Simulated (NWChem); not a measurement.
System: formaldehyde (CH₂O); SMILES C=O

The following NWChem deck was run.

```
start job
memory heap 200 mb stack 900 mb global 1100 mb
geometry units angstroms noautoz
  C      0.000000     0.000000     0.518354
  O      0.000000     0.000000    -0.689787
  H      0.000000    -0.952900     1.130045
  H      0.000000     0.952900     1.130045
end
basis spherical
  * library 6-31+g*
end
dft
  xc m06-2x
  iterations 150
  vectors input atomic output neutral.movecs
end
task dft energy
charge 1
dft
  odft
  mult 2
  vectors input atomic output cation.movecs
end
task dft energy
charge -1
dft
  odft
  mult 2
  vectors input atomic output anion.movecs
end
task dft energy
```

Geometry: optimised at PBE-D3(BJ)/def2-SVP.

Ions are spin-unrestricted doublets at the neutral geometry; other ion states weren't tried.

Give the results of this calculation. (M06-2X/6-31+G* (spherical d), vertical spin-unrestricted ions.) Quantities: vertical ionisation energy, ΔSCF (eV); −ε(HOMO) (eV).


```
Quantity                               Value
-------------------------------------  -----
vertical ionisation energy, ΔSCF (eV)  10.99
−ε(HOMO) (eV)                           9.49
```
